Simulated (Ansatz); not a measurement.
Scan of [SiH₃···H···BH₂], doublet

Starting geometry:

```xyz
8

Si   -0.9983    0.0000    0.0000
H    -1.4932    1.3997    0.0000
H    -1.4932   -0.6999    1.2122
H    -1.4932   -0.6999   -1.2122
H     0.4863    0.0000    0.0000
B     2.4197    0.0000    0.0000
H     2.9288    0.0000    1.0770
H     2.9288    0.0000   -1.0770
```

From there H5 is moved from one fragment to the other while all else, the fragments' distance too, stays fixed; atoms are numbered as listed. Energies are in kcal/mol, counted from the starting geometry at the same level.

Basis cc-pVDZ; Ansatz 0.2.0. Only valence electrons are correlated (noble-gas cores frozen). R marks a restricted (for open shells ROHF) determinant, U an unrestricted one. Active spaces: frontier = (9e, 9o) about the gap.

Runs in a small pair space aren't shown, since their orbitals change along the scan.

Full CI isn't at hand for all of this; UCCSDT(Q) serves as the reference, and is uncertain by about the last step of the cluster series. The frozen core follows each run's orbitals, which can shift R against U totals by a few meV.

| distance Si1-H5 (Å) | UCCSDT(Q) | error UHF | error RMP2 | error UMP2 | error RCCSD | error BCCD(T) | error CASSCF (frontier space) |
| --- | --- | --- | --- | --- | --- | --- | --- |
| 1.485 | 0.0 | 0.0 | 0.0 | 0.0 | 0.0 | 0.0 | 0.0 |
| 1.594 | 0.4 | 1.6 | 0.4 | 0.5 | 0.3 | 0.1 | 0.6 |
| 1.812 | 0.5 | 4.4 | 0.2 | 1.4 | 0.7 | 0.1 | 2.1 |
| 2.030 | -8.2 | 3.6 | 0.2 | 0.4 | 0.3 | 0.0 | 0.5 |
| 2.248 | -13.7 | 0.9 | -0.4 | -0.4 | -0.1 | 0.0 | 0.7 |

Errors are those of relative energies. In total energy the starting point itself misses UCCSDT(Q) by: UHF 154.8, RMP2 35.7, UMP2 35.6, RCCSD 3.5, BCCD(T) 0.8, CASSCF (frontier space) 121.1 kcal/mol.

Spread of the error over the points with a reference, to 2.248 Å (largest less smallest): BCCD(T) 0.2, RCCSD 0.8, RMP2 0.8, UMP2 1.8, CASSCF (frontier space) 2.1, UHF 4.4 kcal/mol.
